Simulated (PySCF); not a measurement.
AlH4N: core ionisation energies

Compound: AlH2(NH2).
Cartesian coordinates in Å at the PBE0-D3(BJ)/def2-SVP level; atoms count from 1:
```xyz
6
AlH4N angstrom
Al     0.4275    0.7148    0.0036
H      1.9292    0.6730    0.5183
H     -0.3053    2.0288   -0.5031
N     -0.4846   -0.8045   -0.0021
H     -1.4461   -0.9076   -0.3080
H     -0.1207   -1.7045    0.2912
```

Level of theory: delta-SCF UKS SCAN, pcX-2 on the ionised atom, pcseg-1 elsewhere, spin-free X2C in PySCF. Vertical ΔSCF values, vacuum level as zero.

Task: What binding energy does each computed site have?

Result: 
```json
{"atom(s)": "Al1", "bonded to": "N and 2 H", "level": "Al 1s", "binding energy (eV)": "1566.80", "count": "1"}
{"atom(s)": "N4", "bonded to": "2 H and Al", "level": "N 1s", "binding energy (eV)": "404.34", "count": "1"}
```

Task: Give the binding energy of Al 1s of Al1 in hartree and in kJ/mol.

Result: 1566.80 eV = 57.5788 Eh = 151173 kJ/mol.

Task: Which photon energy gives electrons from Al 1s of Al1 a kinetic energy of 20 eV, and what is their de Broglie wavelength?

Result: hν = 1566.80 + 20 = 1586.80 eV, recoil neglected; λ = 12.264 Å/√(E/eV) = 2.74 Å.

Isolated species at its PBE0-D3(BJ)/def2-SVP geometry, gas phase.

Hardware: one thread of an x86-64 server, no GPU (shared host). Cost: 6.9 s wall.
